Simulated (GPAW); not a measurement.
**C2H2O (oxirene): revPBE/real-space grid (scalar-relativistic datasets)**

We compute the charge distribution of C2H2O (oxirene). 

The results are computed with GPAW 26.7.0.

2 further runs of the same task are left out: 1 that didn't finish, 1 set aside as unsound or not needed. Runs told in other sessions of the task aren't counted.

## Step 1: Starting point

C2H2O has 5 atoms, charge 0, and is taken as a singlet. SMILES: `C1=CO1`. Geometry: relaxed at GFN2-xTB.

Bond lengths: C1–C2 1.271 Å, C1–O3 1.465 Å, C2–O3 1.465 Å, C1–H4 1.055 Å, C2–H5 1.055 Å. Angles: C1–C2–O3 64.3°, C2–C1–O3 64.3°, C1–O3–C2 51.4°, C1–C2–H5 163.8°, O3–C2–H5 131.9°, C2–C1–H4 163.9°, O3–C1–H4 131.8°.

## Step 2: The charge distribution at revPBE/real-space grid (scalar-relativistic datasets)

Contents of C2H2O.xyz:

```xyz
5

C     -0.559110    -0.173040    -0.288060
C      0.461410     0.426100     0.176630
O      0.390690    -1.011880     0.447040
H     -1.470430    -0.398190    -0.769700
H      1.177450     1.156990     0.434080
```

Contents of sp.py:

```python
import numpy as np
from ase.io import read
from ase.units import Debye
from gpaw import GPAW

mol = read('C2H2O.xyz')
mol.center(vacuum=4.5)

calc = GPAW(mode='fd', h=0.18, xc='revPBE', maxiter=100, symmetry='off', txt='-')
mol.calc = calc

energy = mol.get_potential_energy()
print(f'Energy                  {energy:.5f} eV')
forces = mol.get_forces()
print('Forces (eV/Ang)')
for symbol, f in zip(mol.symbols, forces):
    print(f'{symbol:2} {f[0]:9.4f} {f[1]:9.4f} {f[2]:9.4f}')
dipole = mol.get_dipole_moment() / Debye
print(f'Dipole: {np.linalg.norm(dipole):.3f} D')
homo, lumo = calc.get_homo_lumo()
print(f'HOMO = {homo:.3f} eV')
print(f'LUMO: {lumo:.3f} eV')
print(f'Gap                     {lumo - homo:.3f} eV')
```

Run with:

```console
$ python3 sp.py
```

What it wrote:

```text
[...]
Number of symmetries: 1
[...]
  Number of IBZ points: 1
[...]
Spin-components: 1 (collinear spins)
Bands:           14
[...]
  Valence electrons: 16.0
[...]
  Grid points: [64 64 56]
  Charge: 0.0  # |e|
[...]
    cutoffs:
[...]
occupation numbers:
  # Zero width
[...]
xc functional:
  name: revPBE with 2 nearest neighbor stencil
[...]
|iter     |     time |      energy | eigst |  dens |
[...]
|iter:   1| 00:00:02 |  -29.484764 | +1.26 |       |
[...]
|iter:  15| 00:00:14 |  -27.099899c| -7.59c| -5.97c|
Converged in 15 steps
[...]
Energy contributions relative to reference atoms: (reference = -4125.624661)
Energy contributions:
  Kinetic:          33.229684
  Coulomb:         -34.326753
  Zero:              0.665136
  External:          0.000000
  Xc:              -26.667966
  Entropy:           0.000000
  Spinorbit:         0.000000
  ----------------------------
  Free energy:     -27.099899
  Extrapolated:    -27.099899
dipole moment: (-0.143589, 0.372691, -0.165231)  # |e|*Ang
Fermi level: -2.970
Eigenvalues  # (at kpt = [0.000, 0.000, 0.000])
| band index |      eig [eV] | occ [0-2] |
|------------|---------------|-----------|
|          0 |       -26.759 |     2.000 |
|          1 |       -17.085 |     2.000 |
|          2 |       -15.313 |     2.000 |
|          3 |       -13.319 |     2.000 |
|          4 |        -9.963 |     2.000 |
|          5 |        -9.230 |     2.000 |
|          6 |        -9.114 |     2.000 |
|          7 |        -4.327 |     2.000 |
|          8 |        -1.613 |     0.000 |
|          9 |        -0.181 |     0.000 |
|         10 |         0.055 |     0.000 |
|         11 |         0.142 |     0.000 |
[...]
Gap: 2.714 eV
Transition (v -> c):
[...]
Forces (eV/Ang)
C     0.0095    0.6323   -0.1330
C    -0.4012    0.3700   -0.3402
O     0.6402   -1.6451    0.7298
H    -0.8005   -0.0842   -0.4485
H     0.5555    0.7196    0.1674
Dipole: 2.076 D
HOMO = -4.327 eV
LUMO: -1.613 eV
Gap                     2.714 eV
```

Wall time 15 s (1 thread of Intel Xeon 6975P-C (Granite Rapids), shared host); peak memory 0.58 GiB.

## Step 3: Outcome

Level: revPBE/real-space grid (scalar-relativistic datasets).

| quantity | value |
| --- | --- |
| energy as printed (from the program's reference atoms) | -27.0999 eV |
| dipole moment | 2.08 D |
| HOMO energy | -4.33 eV |
| LUMO energy | -1.61 eV |
| HOMO–LUMO gap | 2.71 eV |
| largest force on an atom | 1.910 eV/Å |

The largest force is 1.91 eV/Å: the shape isn't a stationary point for this species at this level.
